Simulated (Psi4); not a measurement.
Approach curve of the dimer C2H2 ··· CH4O (SMILES C#C and CO). Monomers: optimised at B3LYP-D3(BJ) (def2-TZVP), held rigid. Orientation: lowest of the rigid-body minima from ten starts at GFN2-xTB. The monomers approach along the line of their centres of mass (distance R); nothing else relaxes.

Levels: PBE-D3(BJ)/def2-TZVP, counterpoise-corrected (Psi4); HF/aug-cc-pVDZ, counterpoise-corrected (Psi4); SAPT0/jun-cc-pVDZ, frozen core (Psi4).

Interaction energies in kJ/mol:

| R / Å | PBE-D3(BJ)/def2-TZVP | HF/aug-cc-pVDZ |
|---|---|---|
| 3.38 | 7.56 | 28.37 |
| 3.61 | -9.92 | 2.95 |
| 3.79 | -14.23 | -5.17 |
| 4.02 | -14.68 | -8.68 |
| 4.22 | -13.23 | -8.89 |
| 4.39 | -11.61 | -8.26 |
| 4.70 | -8.72 | -6.63 |
| 4.98 | -6.59 | -5.25 |
| 5.49 | -3.94 | -3.41 |
| 6.25 | -1.96 | -1.90 |
| 7.22 | -0.94 | -1.00 |
| 8.50 | -0.44 | -0.49 |

Q: What does SAPT0/jun-cc-pVDZ give at the same points?

A: 3.38: 7.40; 3.61: -10.09; 3.79: -14.43; 4.02: -14.78; 4.22: -13.22; 4.39: -11.55; 4.70: -8.71; 4.98: -6.69; 5.49: -4.21; 6.25: -2.28; 7.22: -1.18; 8.50: -0.57 (kJ/mol).
